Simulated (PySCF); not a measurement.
Atomic charges against the basis set

Species: C₃H₅FO₂.
SMILES with atom numbers: `[CH3:1][O:2][C@@H:3]1[O:4][C@H:5]1[F:6]` (hydrogens: H7, H8, H9 on C1; H10 on C3; H11 on C5)

PBE0 throughout (PySCF), one geometry, spherical d and f functions. Isolated species at its PBE0-D3(BJ)/def2-SVP geometry (one conformer only). Atoms taken as equivalent share a column and are averaged. The first 7 of 9 kinds of atom are listed.

Mulliken charges (e):

| basis | functions | C1 | O2 | C3 | O4 | C5 | F6 | H7/H8/H9 |
| --- | --- | --- | --- | --- | --- | --- | --- | --- |
| STO-3G | 35 | -0.129 | -0.206 | +0.077 | -0.200 | +0.102 | -0.092 | +0.089 |
| 6-31G | 64 | -0.256 | -0.488 | +0.193 | -0.430 | +0.313 | -0.297 | +0.186 |
| pcSseg-0 | 64 | -0.329 | -0.654 | +0.303 | -0.604 | +0.392 | -0.344 | +0.239 |
| 6-31G* | 94 | -0.287 | -0.458 | +0.233 | -0.452 | +0.363 | -0.313 | +0.183 |
| cc-pVDZ | 109 | +0.049 | -0.283 | +0.155 | -0.265 | +0.291 | -0.194 | +0.051 |
| def2-SVP | 109 | +0.106 | -0.351 | +0.205 | -0.312 | +0.310 | -0.218 | +0.051 |
| aug-cc-pVDZ | 183 | +0.666 | -0.644 | +1.018 | -0.611 | +1.252 | -0.482 | -0.130 |
| 6-311+G(2d,p) | 192 | -0.251 | -0.324 | +0.216 | -0.368 | +0.304 | -0.309 | +0.150 |
| def2-TZVP | 216 | -0.232 | -0.250 | +0.132 | -0.284 | +0.214 | -0.191 | +0.132 |
| cc-pVTZ | 250 | -0.121 | -0.232 | +0.143 | -0.257 | +0.235 | -0.185 | +0.089 |
| IGLO-III | 260 | -0.223 | -0.289 | +0.189 | -0.257 | +0.261 | -0.251 | +0.132 |

IAO charges (e):

```
        basis  functions      C1      O2      C3      O4      C5      F6  H7/H8/H9
       STO-3G         35  -0.261  -0.207  +0.055  -0.233  +0.122  -0.120    +0.134
        6-31G         64  -0.247  -0.340  +0.175  -0.389  +0.290  -0.274    +0.155
     pcSseg-0         64  -0.227  -0.343  +0.185  -0.400  +0.295  -0.267    +0.150
       6-31G*         94  -0.206  -0.358  +0.218  -0.408  +0.338  -0.288    +0.142
      cc-pVDZ        109  -0.205  -0.355  +0.216  -0.402  +0.334  -0.289    +0.141
     def2-SVP        109  -0.196  -0.356  +0.220  -0.406  +0.338  -0.290    +0.139
  aug-cc-pVDZ        183  -0.213  -0.366  +0.221  -0.416  +0.339  -0.301    +0.146
6-311+G(2d,p)        192  -0.215  -0.367  +0.221  -0.418  +0.339  -0.301    +0.147
    def2-TZVP        216  -0.212  -0.367  +0.224  -0.418  +0.344  -0.301    +0.146
      cc-pVTZ        250  -0.214  -0.365  +0.222  -0.416  +0.342  -0.299    +0.146
     IGLO-III        260  -0.215  -0.368  +0.222  -0.418  +0.341  -0.302    +0.147
```

Hirshfeld charges (e):

| basis | functions | C1 | O2 | C3 | O4 | C5 | F6 | H7/H8/H9 |
| --- | --- | --- | --- | --- | --- | --- | --- | --- |
| STO-3G | 35 | +0.041 | -0.135 | +0.087 | -0.149 | +0.113 | -0.061 | +0.020 |
| 6-31G | 64 | -0.014 | -0.152 | +0.084 | -0.189 | +0.112 | -0.109 | +0.048 |
| pcSseg-0 | 64 | -0.022 | -0.132 | +0.078 | -0.181 | +0.107 | -0.103 | +0.046 |
| 6-31G* | 94 | -0.017 | -0.139 | +0.081 | -0.177 | +0.105 | -0.101 | +0.045 |
| cc-pVDZ | 109 | -0.032 | -0.117 | +0.072 | -0.160 | +0.094 | -0.095 | +0.044 |
| def2-SVP | 109 | -0.032 | -0.124 | +0.076 | -0.168 | +0.100 | -0.100 | +0.046 |
| aug-cc-pVDZ | 183 | -0.039 | -0.134 | +0.072 | -0.166 | +0.096 | -0.106 | +0.050 |
| 6-311+G(2d,p) | 192 | -0.031 | -0.138 | +0.072 | -0.169 | +0.098 | -0.108 | +0.049 |
| def2-TZVP | 216 | -0.036 | -0.132 | +0.072 | -0.166 | +0.097 | -0.105 | +0.049 |
| cc-pVTZ | 250 | -0.038 | -0.128 | +0.072 | -0.164 | +0.096 | -0.102 | +0.048 |
| IGLO-III | 260 | -0.039 | -0.133 | +0.071 | -0.166 | +0.096 | -0.106 | +0.050 |

ESP-fitted charges (e):

```
        basis  functions      C1      O2      C3      O4      C5      F6  H7/H8/H9
       STO-3G         35  -0.136  -0.164  -0.066  -0.149  +0.100  -0.087    +0.086
        6-31G         64  +0.071  -0.365  -0.022  -0.318  +0.342  -0.242    +0.069
     pcSseg-0         64  +0.005  -0.342  -0.063  -0.329  +0.343  -0.241    +0.088
       6-31G*         94  -0.090  -0.242  -0.038  -0.246  +0.196  -0.169    +0.094
      cc-pVDZ        109  -0.040  -0.243  -0.034  -0.239  +0.222  -0.186    +0.078
     def2-SVP        109   0.000  -0.272  -0.031  -0.259  +0.249  -0.198    +0.072
  aug-cc-pVDZ        183  -0.108  -0.238  -0.060  -0.242  +0.235  -0.209    +0.098
6-311+G(2d,p)        192  -0.130  -0.237  -0.067  -0.242  +0.220  -0.206    +0.105
    def2-TZVP        216  -0.113  -0.229  -0.064  -0.238  +0.216  -0.198    +0.099
      cc-pVTZ        250  -0.115  -0.225  -0.054  -0.235  +0.205  -0.190    +0.098
     IGLO-III        260  -0.119  -0.237  -0.053  -0.241  +0.217  -0.202    +0.101
```

Some averages cover members that differ in this geometry, most widely: H7/H8/H9, Mulliken in aug-cc-pVDZ -0.266 to -0.047; H7/H8/H9, Mulliken in cc-pVTZ +0.066 to +0.112; H7/H8/H9, Mulliken in IGLO-III +0.108 to +0.148; H7/H8/H9, IAO in 6-31G +0.137 to +0.176 e.

Task: Which scheme is steadiest as the basis changes?

Result: Largest range over the bases for any column: Hirshfeld 0.08 e, IAO 0.22 e, ESP-fitted 0.24 e, Mulliken 1.15 e. Hirshfeld charges move least and Mulliken charges most, counted in e. Without the minimal STO-3G basis the ranges are Hirshfeld 0.03, IAO 0.05, ESP-fitted 0.20, Mulliken 1.04 e.

Task: How much do the charges still move between the two largest bases, cc-pVTZ and IGLO-III?

Result: At most, over all atoms: Mulliken 0.102 e, IAO 0.004 e, Hirshfeld 0.006 e, ESP-fitted 0.012 e.

Task: What do the same runs give for the total energy, the frontier levels and the dipole moment?

Result: 
| basis | energy (Eh) | HOMO (eV) | LUMO (eV) | μ (D) |
| --- | --- | --- | --- | --- |
| STO-3G | -362.2612 | -4.87 | 6.76 | 1.17 |
| 6-31G | -367.0319 | -8.28 | 2.64 | 2.38 |
| pcSseg-0 | -366.2756 | -8.43 | 2.21 | 2.46 |
| 6-31G* | -367.1615 | -8.13 | 2.87 | 2.01 |
| cc-pVDZ | -367.1895 | -8.16 | 2.05 | 2.02 |
| def2-SVP | -366.8947 | -8.31 | 1.99 | 2.11 |
| aug-cc-pVDZ | -367.2214 | -8.46 | -0.02 | 2.14 |
| 6-311+G(2d,p) | -367.2861 | -8.49 | 0.39 | 2.18 |
| def2-TZVP | -367.3226 | -8.43 | 1.42 | 2.11 |
| cc-pVTZ | -367.3064 | -8.37 | 1.38 | 2.07 |
| IGLO-III | -367.3268 | -8.47 | 0.87 | 2.14 |

The dipole is fixed by the density alone, so its range of 1.29 D shows that the density itself changes with the basis, not only its division among atoms.
